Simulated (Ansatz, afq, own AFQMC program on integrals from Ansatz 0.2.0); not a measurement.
**Where AFQMC and coupled cluster stand for BH₄, doublet**

```xyz
5

B    -0.0028    0.0055    0.0054
H     0.4118    0.8180    0.8161
H    -0.4272   -0.8022    0.8159
H    -0.4156    0.8141   -0.8100
H     0.4614   -0.8884   -0.8799
```

Basis 6-31G. Only valence electrons are correlated. Ansatz 0.2.0 and our own AFQMC program on the same integrals; the CISD trial comes from CCSD amplitudes, and released means the phaseless constraint is let go. Error bars are statistical, one sigma.

Determinant: UHF, the one that the program's search chose, which needn't be the lowest solution. The geometry is a point of a scan.

Full CI on the same integrals is exact in this basis and with this determinant's frozen core.

```
T1 diagnostic                               : 0.0166
weight of the determinant in the CISD state : 0.935
⟨S²⟩ of the determinant                     : 0.767
size of the correlated space                : 7 electrons in 16 orbitals
```

Reference: full CI, correlation energy -2.619 eV. The released energy is read at 2.40 1/Eh (meV from the phaseless value at times in 1/Eh: -2.5 ± 0.9 at 0.24, -4.4 ± 0.9 at 0.51, -5.5 ± 0.6 at 0.99, -6.0 ± 0.7 at 1.62, -6.9 ± 0.6 at 2.40).

```
         level  E − E(reference) (kcal/mol)  share of correlation (%)
            HF                        60.39                      0.00
           MP2                        16.69                     72.37
          CCSD                         1.48                     97.54
       CCSD(T)                         0.41                     99.32
         CCSDT                         0.04                     99.94
      CCSDT(Q)                         0.01                     99.98
        CCSDTQ                         0.00                    100.00
 ph-AFQMC/CISD                  0.16 ± 0.03                     99.73
released AFQMC                  0.00 ± 0.01                    100.00
```

CCSDT and higher add their correlation energy to the determinant of the CCSD(T) run, since their own runs factorise the integrals more tightly (a shift of under 2 meV). A walk keeps the symmetry of its determinant, which the program's search chose and which needn't be the lowest solution, so a lower state of the same spin and another symmetry isn't excluded. Released energies are given only where the last usable release times agree within the noise; a slower fall can still hide under it.
